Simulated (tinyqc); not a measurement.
UKS/LDA (VWN5) in the sto-6g basis, for NH, spin multiplicity 3, step by step (part 1 of 2). Computed by tinyqc, a small Python program that keeps every step (integrals from PySCF). Settings: charge = 0, multiplicity = 3, basis = sto-6g, energy threshold = 1e-08, iteration cap = 66, orthogonalisation = symmetric, start = atomic densities, DIIS depth = 0, method = UKS, functional = lda,vwn, grid = [40, 50]. Command: `OMP_NUM_THREADS=1 python tinyqc.py 21664 21665 out.jsonl` (the two numbers bound the seeds that draw the settings). One thread of a shared host (Intel(R) Xeon(R) Processor @ 2.60GHz), about 2 s of CPU time with the checks. Later iterations appear only in the table of the cycle.

## One-electron integrals

Geometry (angstrom):
```
atom         x         y         z
N     0.000000  0.000000  0.000000
H     0.000000  0.000000  1.817000
```

Basis sto-6g: exponents (1/bohr^2) and contraction coefficients of normalised primitives:
```
element  l (shell)     exponent  coefficient
N            s (1)  1027.828458     0.009164
N            s (1)   188.451223     0.049361
N            s (1)    52.721861     0.168538
N            s (1)    18.111382     0.370563
N            s (1)     7.033180     0.416492
N            s (1)     2.896652     0.130334
N            s (2)    39.198808    -0.013253
N            s (2)     7.758467    -0.046992
N            s (2)     2.411326    -0.033785
N            s (2)     0.927724     0.250242
N            s (2)     0.402911     0.595117
N            s (2)     0.184684     0.240706
N            p (3)    39.198808     0.003760
N            p (3)     7.758467     0.037679
N            p (3)     2.411326     0.173897
N            p (3)     0.927724     0.418036
N            p (3)     0.402911     0.425860
N            p (3)     0.184684     0.101708
H            s (1)    35.523221     0.009164
H            s (1)     6.513144     0.049361
H            s (1)     1.822143     0.168538
H            s (1)     0.625955     0.370563
H            s (1)     0.243077     0.416492
H            s (1)     0.100112     0.130334
```

Overlap, kinetic and nuclear-attraction integrals over the contracted functions; the nuclear repulsion is the sum of Za Zb / Rab.

nuclear repulsion = 2.03865739 hartree

overlap S, order 1N 1s, 1N 2s, 1N 2px, 1N 2py, 1N 2pz, 2H 1s:
```
[[1.000000, 0.229416, 0.000000, 0.000000, 0.000000, 0.009394],
 [0.229416, 1.000000, 0.000000, 0.000000, 0.000000, 0.144995],
 [0.000000, 0.000000, 1.000000, 0.000000, 0.000000, 0.000000],
 [0.000000, 0.000000, 0.000000, 1.000000, 0.000000, 0.000000],
 [0.000000, 0.000000, 0.000000, 0.000000, 1.000000, 0.159976],
 [0.009394, 0.144995, 0.000000, 0.000000, 0.159976, 1.000000]]
```

kinetic energy T (hartree), order 1N 1s, 1N 2s, 1N 2px, 1N 2py, 1N 2pz, 2H 1s:
```
[[22.236411, -0.678745, 0.000000, 0.000000, 0.000000, -0.003657],
 [-0.678745, 0.632900, 0.000000, 0.000000, 0.000000, -0.014285],
 [0.000000, 0.000000, 1.901294, 0.000000, 0.000000, 0.000000],
 [0.000000, 0.000000, 0.000000, 1.901294, 0.000000, 0.000000],
 [0.000000, 0.000000, 0.000000, 0.000000, 1.901294, 0.009336],
 [-0.003657, -0.014285, 0.000000, 0.000000, 0.009336, 0.768522]]
```

nuclear attraction V (hartree), order 1N 1s, 1N 2s, 1N 2px, 1N 2py, 1N 2pz, 2H 1s:
```
[[-46.964715, -4.713870, 0.000000, 0.000000, -0.005201, -0.218784],
 [-4.713870, -7.116426, 0.000000, 0.000000, -0.062660, -0.682315],
 [0.000000, 0.000000, -7.106451, 0.000000, 0.000000, 0.000000],
 [0.000000, 0.000000, 0.000000, -7.106451, 0.000000, 0.000000],
 [-0.005201, -0.062660, 0.000000, 0.000000, -7.135468, -0.669409],
 [-0.218784, -0.682315, 0.000000, 0.000000, -0.669409, -3.276076]]
```

core Hamiltonian H = T + V (hartree), order 1N 1s, 1N 2s, 1N 2px, 1N 2py, 1N 2pz, 2H 1s:
```
[[-24.728304, -5.392615, 0.000000, 0.000000, -0.005201, -0.222441],
 [-5.392615, -6.483526, 0.000000, 0.000000, -0.062660, -0.696601],
 [0.000000, 0.000000, -5.205157, 0.000000, 0.000000, 0.000000],
 [0.000000, 0.000000, 0.000000, -5.205157, 0.000000, 0.000000],
 [-0.005201, -0.062660, 0.000000, 0.000000, -5.234174, -0.660073],
 [-0.222441, -0.696601, 0.000000, 0.000000, -0.660073, -2.507554]]
```

## Two-electron integrals

Functions are numbered as in S; the eight-fold symmetry (ij|kl) = (ji|kl) = (kl|ij) leaves the list below.

Two-electron integrals (ij|kl) in chemists' order, unique and non-zero (hartree):
```
(11|11) 4.168742   (21|11) 0.583648   (21|21) 0.104114   (22|11) 0.968487
(22|21) 0.214450   (22|22) 0.708398   (31|31) 0.022075   (32|31) 0.033611
(32|32) 0.156576   (33|11) 0.968488   (33|21) 0.214450   (33|22) 0.708398
(33|33) 0.763241   (41|41) 0.022075   (42|41) 0.033611   (42|42) 0.156576
(43|43) 0.041133   (44|11) 0.968488   (44|21) 0.214450   (44|22) 0.708398
(44|33) 0.680975   (44|44) 0.763241   (51|51) 0.022075   (52|51) 0.033611
(52|52) 0.156576   (53|53) 0.041133   (54|54) 0.041133   (55|11) 0.968488
(55|21) 0.214450   (55|22) 0.708398   (55|33) 0.680975   (55|44) 0.680975
(55|55) 0.763241   (61|11) 0.025222   (61|21) 0.004326   (61|22) 0.008762
(61|33) 0.008739   (61|44) 0.008739   (61|51) 0.000245   (61|52) 0.000487
(61|55) 0.008806   (61|61) 0.000184   (62|11) 0.085958   (62|21) 0.019416
(62|22) 0.074236   (62|33) 0.072650   (62|44) 0.072650   (62|51) 0.001711
(62|52) 0.014224   (62|55) 0.077408   (62|61) 0.000823   (62|62) 0.011849
(63|31) 0.001743   (63|32) 0.010748   (63|53) 0.002633   (63|63) 0.001253
(64|41) 0.001743   (64|42) 0.010748   (64|54) 0.002633   (64|64) 0.001253
(65|11) 0.080343   (65|21) 0.018341   (65|22) 0.074094   (65|33) 0.071017
(65|44) 0.071017   (65|51) 0.003036   (65|52) 0.023089   (65|55) 0.080249
(65|61) 0.000801   (65|62) 0.014094   (65|65) 0.017709   (66|11) 0.290913
(66|21) 0.066726   (66|22) 0.289666   (66|33) 0.280923   (66|44) 0.280923
(66|51) 0.005143   (66|52) 0.060521   (66|55) 0.307151   (66|61) 0.002824
(66|62) 0.068211   (66|65) 0.089478   (66|66) 0.774999
```

## Orthogonalisation

S = U s U^T; symmetric (Loewdin) form X = U s^(-1/2) U^T, so that X^T S X = 1.

eigenvalues of S: [0.716500, 0.867864, 1.000000, 1.000000, 1.122781, 1.292856]

X, order 1N 1s, 1N 2s, 1N 2px, 1N 2py, 1N 2pz, 2H 1s:
```
[[1.020689, -0.119762, 0.000000, 0.000000, -0.001195, 0.008433],
 [-0.119762, 1.029148, 0.000000, 0.000000, 0.009256, -0.076426],
 [0.000000, 0.000000, 1.000000, 0.000000, 0.000000, 0.000000],
 [0.000000, 0.000000, 0.000000, 1.000000, 0.000000, 0.000000],
 [-0.001195, 0.009256, 0.000000, 0.000000, 1.009940, -0.082431],
 [0.008433, -0.076426, 0.000000, 0.000000, -0.082431, 1.018259]]
```

## Starting guess

The start is atomic minimal-basis densities projected into this basis (PySCF's MINAO start) and scaled to the electron count of each spin; this density is not idempotent, so its energy is not variational and may lie below the converged one.

D(alpha) at the start, order 1N 1s, 1N 2s, 1N 2px, 1N 2py, 1N 2pz, 2H 1s:
```
[[1.328242, -0.303397, 0.000000, 0.000000, 0.001558, -0.007150],
 [-0.303397, 1.322378, 0.000000, 0.000000, -0.007306, 0.037471],
 [0.000000, 0.000000, 0.620277, 0.000000, 0.000000, 0.000000],
 [0.000000, 0.000000, 0.000000, 0.620277, 0.000000, 0.000000],
 [0.001558, -0.007306, 0.000000, 0.000000, 0.609714, 0.041371],
 [-0.007150, 0.037471, 0.000000, 0.000000, 0.041371, 0.614353]]
```

D(beta) at the start, order 1N 1s, 1N 2s, 1N 2px, 1N 2py, 1N 2pz, 2H 1s:
```
[[0.796945, -0.182038, 0.000000, 0.000000, 0.000935, -0.004290],
 [-0.182038, 0.793427, 0.000000, 0.000000, -0.004384, 0.022483],
 [0.000000, 0.000000, 0.372166, 0.000000, 0.000000, 0.000000],
 [0.000000, 0.000000, 0.000000, 0.372166, 0.000000, 0.000000],
 [0.000935, -0.004384, 0.000000, 0.000000, 0.365828, 0.024823],
 [-0.004290, 0.022483, 0.000000, 0.000000, 0.024823, 0.368612]]
```

## Iteration 1: exchange-correlation on the grid

Becke grid with 40 radial and 50 angular points per atom, points of zero weight dropped. rho = sum D_ij phi_i phi_j; V_xc,ij = sum w v_xc phi_i phi_j; v_xc is d(rho eps)/d rho(s) for spin s.

The 8 grid points with the largest w rho, of 3984 (bohr, atomic units):
```
x                  y         z         w  rho(alpha)  rho(beta)     eps_xc  v_xc(alpha)
-0.921835  -0.921835  0.000000  0.088405    0.100160   0.060096  -0.462525    -0.632234
0.921835    0.921835  0.000000  0.088405    0.100160   0.060096  -0.462525    -0.632234
0.921835   -0.921835  0.000000  0.088405    0.100160   0.060096  -0.462525    -0.632234
-0.921835   0.921835  0.000000  0.088405    0.100160   0.060096  -0.462525    -0.632234
-0.798597   0.798597  0.000000  0.059857    0.147886   0.088732  -0.521892    -0.714909
0.798597   -0.798597  0.000000  0.059857    0.147886   0.088732  -0.521892    -0.714909
0.798597    0.798597  0.000000  0.059857    0.147886   0.088732  -0.521892    -0.714909
-0.798597  -0.798597  0.000000  0.059857    0.147886   0.088732  -0.521892    -0.714909
```

electrons on the grid, sum of w rho = 7.999979

E_xc = sum of w rho eps_xc = -6.74284719 hartree

V_xc(alpha) (hartree), order 1N 1s, 1N 2s, 1N 2px, 1N 2py, 1N 2pz, 2H 1s:
```
[[-2.729456, -0.337421, 0.000000, 0.000000, 0.000060, -0.015049],
 [-0.337421, -0.673733, 0.000000, 0.000000, -0.002578, -0.067863],
 [0.000000, 0.000000, -0.672646, 0.000000, 0.000000, 0.000000],
 [0.000000, 0.000000, 0.000000, -0.672646, 0.000000, 0.000000],
 [0.000060, -0.002578, 0.000000, 0.000000, -0.675896, -0.069490],
 [-0.015049, -0.067863, 0.000000, 0.000000, -0.069490, -0.435145]]
```

V_xc(beta) (hartree), order 1N 1s, 1N 2s, 1N 2px, 1N 2py, 1N 2pz, 2H 1s:
```
[[-2.346121, -0.292968, 0.000000, 0.000000, 0.000051, -0.013042],
 [-0.292968, -0.596077, 0.000000, 0.000000, -0.002265, -0.060657],
 [0.000000, 0.000000, -0.595123, 0.000000, 0.000000, 0.000000],
 [0.000000, 0.000000, 0.000000, -0.595123, 0.000000, 0.000000],
 [0.000051, -0.002265, 0.000000, 0.000000, -0.597976, -0.062301],
 [-0.013042, -0.060657, 0.000000, 0.000000, -0.062301, -0.390008]]
```

## Iteration 1: building the Kohn-Sham matrix

J_ij = sum D_kl (ij|kl) with D = D(alpha) + D(beta); F = H + J + V_xc; E = tr D H + tr D J / 2 + E_xc + E_nn.

Coulomb J (hartree), order 1N 1s, 1N 2s, 1N 2px, 1N 2py, 1N 2pz, 2H 1s:
```
[[13.515301, 2.298127, 0.000000, 0.000000, 0.004981, 0.096842],
 [2.298127, 5.749245, 0.000000, 0.000000, 0.060748, 0.610604],
 [0.000000, 0.000000, 5.740519, 0.000000, 0.000000, 0.000000],
 [0.000000, 0.000000, 0.000000, 5.740519, 0.000000, 0.000000],
 [0.004981, 0.060748, 0.000000, 0.000000, 5.766700, 0.620398],
 [0.096842, 0.610604, 0.000000, 0.000000, 0.620398, 2.803944]]
```

F(alpha) (hartree), order 1N 1s, 1N 2s, 1N 2px, 1N 2py, 1N 2pz, 2H 1s:
```
[[-13.942460, -3.431910, 0.000000, 0.000000, -0.000160, -0.140649],
 [-3.431910, -1.408013, 0.000000, 0.000000, -0.004490, -0.153859],
 [0.000000, 0.000000, -0.137285, 0.000000, 0.000000, 0.000000],
 [0.000000, 0.000000, 0.000000, -0.137285, 0.000000, 0.000000],
 [-0.000160, -0.004490, 0.000000, 0.000000, -0.143370, -0.109165],
 [-0.140649, -0.153859, 0.000000, 0.000000, -0.109165, -0.138754]]
```

F(beta) (hartree), order 1N 1s, 1N 2s, 1N 2px, 1N 2py, 1N 2pz, 2H 1s:
```
[[-13.559125, -3.387456, 0.000000, 0.000000, -0.000168, -0.138642],
 [-3.387456, -1.330357, 0.000000, 0.000000, -0.004177, -0.146653],
 [0.000000, 0.000000, -0.059761, 0.000000, 0.000000, 0.000000],
 [0.000000, 0.000000, 0.000000, -0.059761, 0.000000, 0.000000],
 [-0.000168, -0.004177, 0.000000, 0.000000, -0.065450, -0.101976],
 [-0.138642, -0.146653, 0.000000, 0.000000, -0.101976, -0.093617]]
```

total energy of this density = -54.51407905 hartree

This density is the starting one; it is not idempotent, so its energy is not variational and may lie below the converged one.

## Iteration 1: diagonalisation and new density

Diagonalise F' = X^T F X, C = X C', fill 5 alpha and 3 beta electrons from the bottom; D(s) = C_occ C_occ^T. Each column has its largest component positive (the first on a tie).

F' = X^T F X (alpha) (hartree):
```
[[-13.708625, -1.767922, 0.000000, 0.000000, -0.004331, 0.009934],
 [-1.767922, -0.824406, 0.000000, 0.000000, 0.006025, -0.071687],
 [0.000000, 0.000000, -0.137285, 0.000000, 0.000000, 0.000000],
 [0.000000, 0.000000, 0.000000, -0.137285, 0.000000, 0.000000],
 [-0.004331, 0.006025, 0.000000, 0.000000, -0.128942, -0.090670],
 [0.009934, -0.071687, 0.000000, 0.000000, -0.090670, -0.109832]]
```

orbital energies (alpha) (hartree): [-13.946810, -0.597078, -0.205810, -0.137285, -0.137285, -0.022107]

coefficients C (alpha), order 1N 1s, 1N 2s, 1N 2px, 1N 2py, 1N 2pz, 2H 1s:
```
[[0.995559, -0.250827, 0.031909, 0.000000, 0.000000, 0.033933],
 [0.018725, 1.012838, -0.153937, 0.000000, 0.000000, -0.171834],
 [0.000000, 0.000000, 0.000000, 0.999438, 0.033530, 0.000000],
 [0.000000, 0.000000, 0.000000, -0.033530, 0.999438, 0.000000],
 [0.000308, 0.012196, 0.716075, 0.000000, 0.000000, -0.716902],
 [-0.001887, 0.075153, 0.595461, 0.000000, 0.000000, 0.830260]]
```

F' = X^T F X (beta) (hartree):
```
[[-13.318996, -1.777079, 0.000000, 0.000000, -0.004666, 0.012019],
 [-1.777079, -0.748448, 0.000000, 0.000000, 0.006898, -0.073528],
 [0.000000, 0.000000, -0.059761, 0.000000, 0.000000, 0.000000],
 [0.000000, 0.000000, 0.000000, -0.059761, 0.000000, 0.000000],
 [-0.004666, 0.006898, 0.000000, 0.000000, -0.050354, -0.093470],
 [0.012019, -0.073528, 0.000000, 0.000000, -0.093470, -0.064369]]
```

orbital energies (beta) (hartree): [-13.565390, -0.514522, -0.144554, -0.059761, -0.059761, 0.042299]

coefficients C (beta), order 1N 1s, 1N 2s, 1N 2px, 1N 2py, 1N 2pz, 2H 1s:
```
[[0.994569, -0.253736, 0.038811, 0.000000, 0.000000, -0.034166],
 [0.022724, 1.008586, -0.182396, 0.000000, 0.000000, 0.168480],
 [0.000000, 0.000000, 0.000000, 0.999785, -0.020740, 0.000000],
 [0.000000, 0.000000, 0.000000, 0.020740, 0.999785, 0.000000],
 [0.000372, 0.013342, 0.651698, 0.000000, 0.000000, 0.775869],
 [-0.002300, 0.092608, 0.663361, 0.000000, 0.000000, -0.775195]]
```

D(alpha) after iteration 1, order 1N 1s, 1N 2s, 1N 2px, 1N 2py, 1N 2pz, 2H 1s:
```
[[1.055070, -0.240318, 0.000000, 0.000000, 0.020096, -0.001728],
 [-0.240318, 1.049889, 0.000000, 0.000000, -0.097872, -0.015581],
 [0.000000, 0.000000, 1.000000, 0.000000, 0.000000, 0.000000],
 [0.000000, 0.000000, 0.000000, 1.000000, 0.000000, 0.000000],
 [0.020096, -0.097872, 0.000000, 0.000000, 0.512912, 0.427311],
 [-0.001728, -0.015581, 0.000000, 0.000000, 0.427311, 0.360226]]
```

D(beta) after iteration 1, order 1N 1s, 1N 2s, 1N 2px, 1N 2py, 1N 2pz, 2H 1s:
```
[[1.055055, -0.240392, 0.000000, 0.000000, 0.022277, -0.000040],
 [-0.240392, 1.051030, 0.000000, 0.000000, -0.105402, -0.027643],
 [0.000000, 0.000000, 0.000000, 0.000000, 0.000000, 0.000000],
 [0.000000, 0.000000, 0.000000, 0.000000, 0.000000, 0.000000],
 [0.022277, -0.105402, 0.000000, 0.000000, 0.424888, 0.433546],
 [-0.000040, -0.027643, 0.000000, 0.000000, 0.433546, 0.448630]]
```

Within a degenerate level the vectors are fixed only up to a rotation; this is one choice.

## Iteration 2: exchange-correlation on the grid

As before.

The 8 grid points with the largest w rho, of 3984 (bohr, atomic units):
```
x                  y          z         w  rho(alpha)  rho(beta)     eps_xc  v_xc(alpha)
0.000000   -0.921835  -0.921835  0.088408    0.111240   0.060532  -0.474367    -0.651837
-0.921835   0.000000  -0.921835  0.088408    0.111240   0.060532  -0.474367    -0.651837
0.921835    0.000000  -0.921835  0.088408    0.111240   0.060532  -0.474367    -0.651837
0.000000    0.921835  -0.921835  0.088408    0.111240   0.060532  -0.474367    -0.651837
0.000000   -0.798597  -0.798597  0.059858    0.164412   0.089268  -0.535449    -0.737498
-0.798597   0.000000  -0.798597  0.059858    0.164412   0.089268  -0.535449    -0.737498
0.798597    0.000000  -0.798597  0.059858    0.164412   0.089268  -0.535449    -0.737498
0.000000    0.798597  -0.798597  0.059858    0.164412   0.089268  -0.535449    -0.737498
```

electrons on the grid, sum of w rho = 7.999965

E_xc = sum of w rho eps_xc = -6.70204917 hartree

V_xc(alpha) (hartree), order 1N 1s, 1N 2s, 1N 2px, 1N 2py, 1N 2pz, 2H 1s:
```
[[-2.563036, -0.327295, 0.000000, 0.000000, 0.001380, -0.014476],
 [-0.327295, -0.690701, 0.000000, 0.000000, 0.004483, -0.068017],
 [0.000000, 0.000000, -0.697347, 0.000000, 0.000000, 0.000000],
 [0.000000, 0.000000, 0.000000, -0.697347, 0.000000, 0.000000],
 [0.001380, 0.004483, 0.000000, 0.000000, -0.677400, -0.068345],
 [-0.014476, -0.068017, 0.000000, 0.000000, -0.068345, -0.395667]]
```

V_xc(beta) (hartree), order 1N 1s, 1N 2s, 1N 2px, 1N 2py, 1N 2pz, 2H 1s:
```
[[-2.530432, -0.302544, 0.000000, 0.000000, 0.001926, -0.013560],
 [-0.302544, -0.569816, 0.000000, 0.000000, 0.007500, -0.061174],
 [0.000000, 0.000000, -0.554460, 0.000000, 0.000000, 0.000000],
 [0.000000, 0.000000, 0.000000, -0.554460, 0.000000, 0.000000],
 [0.001926, 0.007500, 0.000000, 0.000000, -0.600525, -0.065035],
 [-0.013560, -0.061174, 0.000000, 0.000000, -0.065035, -0.410178]]
```

## Iteration 2: building the Kohn-Sham matrix

As before.

Coulomb J (hartree), order 1N 1s, 1N 2s, 1N 2px, 1N 2py, 1N 2pz, 2H 1s:
```
[[13.481487, 2.295885, 0.000000, 0.000000, -0.002555, 0.096620],
 [2.295885, 5.762287, 0.000000, 0.000000, 0.026667, 0.609346],
 [0.000000, 0.000000, 5.751761, 0.000000, 0.000000, 0.000000],
 [0.000000, 0.000000, 0.000000, 5.751761, 0.000000, 0.000000],
 [-0.002555, 0.026667, 0.000000, 0.000000, 5.783342, 0.617371],
 [0.096620, 0.609346, 0.000000, 0.000000, 0.617371, 2.759011]]
```

F(alpha) (hartree), order 1N 1s, 1N 2s, 1N 2px, 1N 2py, 1N 2pz, 2H 1s:
```
[[-13.809853, -3.424026, 0.000000, 0.000000, -0.006375, -0.140297],
 [-3.424026, -1.411939, 0.000000, 0.000000, -0.031510, -0.155272],
 [0.000000, 0.000000, -0.150743, 0.000000, 0.000000, 0.000000],
 [0.000000, 0.000000, 0.000000, -0.150743, 0.000000, 0.000000],
 [-0.006375, -0.031510, 0.000000, 0.000000, -0.128232, -0.111047],
 [-0.140297, -0.155272, 0.000000, 0.000000, -0.111047, -0.144210]]
```

F(beta) (hartree), order 1N 1s, 1N 2s, 1N 2px, 1N 2py, 1N 2pz, 2H 1s:
```
[[-13.777250, -3.399275, 0.000000, 0.000000, -0.005829, -0.139382],
 [-3.399275, -1.291054, 0.000000, 0.000000, -0.028494, -0.148429],
 [0.000000, 0.000000, -0.007856, 0.000000, 0.000000, 0.000000],
 [0.000000, 0.000000, 0.000000, -0.007856, 0.000000, 0.000000],
 [-0.005829, -0.028494, 0.000000, 0.000000, -0.051358, -0.107736],
 [-0.139382, -0.148429, 0.000000, 0.000000, -0.107736, -0.158721]]
```

total energy of this density = -54.42556115 hartree
